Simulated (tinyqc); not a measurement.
RHF in the sto-6g basis, for BH3, spin multiplicity 1, step by step. One step of it, computed by the program tinyqc.

Question. Iteration 2: DIIS coefficients. Solve [B -1; -1 0][c; lambda] = [0; -1] for the coefficients, which sum to one.

B (overlaps of the stored error matrices):
```
               1              2
1  7.9661407e-01  5.7412048e-02
2  5.7412048e-02  1.1617513e-02
```

Give: DIIS coefficients.

Answer.

DIIS coefficients: -0.0660  1.0660
